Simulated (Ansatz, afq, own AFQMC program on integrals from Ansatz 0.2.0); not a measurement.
Integrals from Ansatz 0.2.0, then the random walk in our own AFQMC program (afq).

```yaml
crystal:
  periodic: [false, false, false]
  atoms:
    - {symbol: Au, position_ang: [-0.318820, 0.002050, 0.001788]}
    - {symbol: Si, position_ang: [1.969679, -0.012665, -0.011044]}
    - {symbol: H, position_ang: [2.463913, -1.414790, -0.008753]}
    - {symbol: H, position_ang: [2.484183, 0.687929, 1.195058]}
    - {symbol: H, position_ang: [2.470541, 0.679161, -1.227902]}
basis:
  gaussian: {orbitals: def2-SVP}
magnetization: {spin_polarized: false}
correlation: {method: ccsd_t, electrons: outside_noble_gas, hamiltonian_folder: ham}
```

```sh
$ ansatz run in.yaml --threads 1 --pin off --events-out ev --progress --plain --max-ram 16896MiB --backend cuda --devices 0, --max-vram 18GiB
```

Options of the walk:

```
--method phaseless --trial cisd --walkers 4000 --populations 20 --least-time 60 --time-step 0.005 --steps-per-block 50 --equilibration-blocks 40 --max-blocks 4000 --target-error 0.00026 --factor-cut 1e-05 --seed 9665 --release-times 0.24,0.6,1.2,1.8,2.6 --release-step 0.04 --release-every 4 --taylor-order 6
```

Times are imaginary, in 1/Eh. The walk had a cap of 202 s. With eight or more populations the least sampling time is a fifth of least-time, and the error comes from their spread. Core potentials past Kr, no spin–orbit coupling.

afq prints:

```
orbitals 56  electrons 9 9  factors 465 of 645
reference energy -425.37822638 Eh
CCSD correlation -0.40349471 Eh in 11 cycles, weight of the determinant in the CISD state 0.8455
energy of the start -425.781729 Eh
 block  time / (1/Eh)  mean weight  energy / Eh
     1     0.250  0.9995  -425.772477
     2     0.500  0.9997  -425.777014
     3     0.750  1.0001  -425.781427
     4     1.000  0.9998  -425.785435
     5     1.250  0.9999  -425.786915
     7     1.750  1.0002  -425.788593
     9     2.250  0.9997  -425.788887
    11     2.750  0.9998  -425.790406
    15     3.750  1.0002  -425.792327
    19     4.750  0.9995  -425.790554
    23     5.750  1.0002  -425.791481
    27     6.750  0.9997  -425.792935
    31     7.750  0.9994  -425.793328
    35     8.750  1.0000  -425.791888
    39     9.750  0.9996  -425.792146
    43    10.750  0.9997  -425.791764
    47    11.750  0.9999  -425.792220
    51    12.750  0.9999  -425.791099
    55    13.750  0.9999  -425.792598
    59    14.750  1.0003  -425.792965
    63    15.750  0.9995  -425.792554
    67    16.750  1.0002  -425.790840
    71    17.750  1.0001  -425.792384
    75    18.750  1.0001  -425.791295
    79    19.750  1.0002  -425.790969
    83    20.750  1.0001  -425.792946
    85    21.250  0.9999  -425.794134
    87    21.750  0.9997  -425.792331
    89    22.250  0.9998  -425.791939
error from the spread of 20 populations
released: time / (1/Eh)  energy / Eh  error  mean overlap
  0.24  -425.792368  0.000158  0.9990
  0.60  -425.792554  0.000214  0.9964
  1.20  -425.792894  0.000250  0.9941
  1.80  -425.791848  0.000280  1.0034
  2.60  -425.792560  0.000326  1.0060
energy -425.792122 +/- 0.000209 Eh
(rows thinned)
```

The run passed its tests (sampling time, drift between the halves within three errors, error under three times the target), which doesn't prove that it has relaxed.

Against this walk (error 5.7 meV) on the same determinant: CCSD(T) 12.3 meV higher, CCSDT(Q) 9.7 meV lower (within the noise). The error is statistical and leaves out the bias of the constraint. The released energies move by 1.5 errors or more from one time to the next (meV from the phaseless value at times in 1/Eh: -7 ± 4 at 0.24, -12 ± 6 at 0.60, -21 ± 7 at 1.20, 7 ± 8 at 1.80, -12 ± 9 at 2.60), so they give no level.

Cautions: constraint bias not in the error; no spin-orbit coupling; outer-core shells of the metal frozen; higher spins were not checked.

The walk took 42 s on 1 × NVIDIA H100 80GB HBM3 with 2 threads of AMD EPYC 7R13 Processor (Zen 3), with other jobs on the host (the card was shared). The log's last line is the phaseless energy.

CCSDT and higher add their correlation energy to the determinant of the CCSD(T) run, since their own runs factorise the integrals more tightly (a shift of under 2 meV). A walk keeps the symmetry of its determinant, which the program's search chose and which needn't be the lowest solution, so a lower state of the same spin and another symmetry isn't excluded.
